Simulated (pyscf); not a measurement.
Elementary routes open to H₃Si–Cl (SMILES [SiH3]Cl) + CH₃• (SMILES [CH3]) in the gas phase (doublet surface):
A. SiH₃• (SMILES [SiH3]) + H₃C–Cl (SMILES CCl) (Cl–Si broken; C–Cl formed)
B. CH₄ (SMILES C) + •H₂Si–Cl (SMILES [SiH2]Cl) (H–Si broken; C–H formed)

PySCF, gas phase, ωB97X-D3(BJ)/def2-SVP geometries. Correlated levels are frozen-core, on RHF or UHF. ΔMP2 is the change of the MP2 total energy from the triple- to the quadruple-zeta basis.

Task: Rank the routes by free-energy barrier at 900 K, lowest first, for CCSD(T)/def2-TZVPP + ΔMP2(QZVPP) energies (ideal gas, 1 atm, RRHO with modes under 100 cm⁻¹ raised to 100, one conformer, R ln 2 for chiral ones without a mode under 150 cm⁻¹).

Result: B (32.0 kcal/mol), A (59.5 kcal/mol)

Route B is the fastest of these, ahead of the next by 27.5 kcal/mol. The most stable products are those of B (ΔG = -12.0 kcal/mol), so kinetics and thermodynamics agree. At 298 K B is still the fastest. Only these routes are compared; each barrier is that of the saddle found, and lower ones may exist. The CCSD(T) − MP2 part came from Ansatz, without density fitting, on the same reference.
